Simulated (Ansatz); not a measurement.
Input file:

```yaml
crystal:
  periodic: [false, false, false]
  atoms:
    - {symbol: Mg, position_ang: [0.000000, 0.000000, 0.000000]}
    - {symbol: Mg, position_ang: [0.000000, 0.000000, 3.629000]}
basis:
  gaussian: {orbitals: "6-31++G**", fitting: {mean_field: def2-universal-jkfit}}
total_charge: 1
magnetization: {spin_polarized: false, initial_magnetization: 1}
correlation: {active_space: {window: {electrons: 1, orbitals: 5}, states: [{multiplicity: 2, weights: [0.5, 1, 0.5, 0.5]}], root: 0}}
```

```sh
$ ansatz run in.yaml --threads 1 --pin off --events-out ev --progress --plain --max-ram 2393MiB
```

The program prints:

```
224 factors; integrals over basis functions are off by at most 3.2e-1 eV
mean field evaluation 1: about -10856.6084 eV, gradient 1.8e0 eV
mean field evaluation 2: about -10856.6622 eV, gradient 5.2e-1 eV
mean field evaluation 4: about -10856.6673 eV, gradient 2.2e-4 eV
mean field evaluation 8: about -10856.6918 eV, gradient 2.7e-3 eV
mean field evaluation 16: about -10856.6836 eV, gradient 3.5e-1 eV
mean field -10856.69176789 eV, -398.9760635399 hartree, gradient 1.8e-6 eV, S^2 0.750000; 4 other end points of the search recorded, 0 dependent functions left out
reference -10856.69176789 eV, -398.9760635399 hartree; 12, 11 occupied and 34, 35 virtual orbitals, 224 factors
state -10856.65586055 eV, -398.9747439695 hartree
state -10853.53131732 eV, -398.8599191237 hartree
state -10853.38502365 eV, -398.8545429305 hartree
state -10853.38502365 eV, -398.8545429305 hartree
Total energy: -10856.65586055 eV, -398.9747439695 hartree
```

Natural occupations, averaged over the states: 0.4000 0.2000 0.2000 0.2000 0.0000.

Before any correction even the lowest state lies above the reference determinant, by 0.04 eV, so the averaged orbitals or the space serve it badly.

Ran on 1 thread of Arm Neoverse V2, shared host: 0.72 s wall, 0.2 GiB peak host memory.
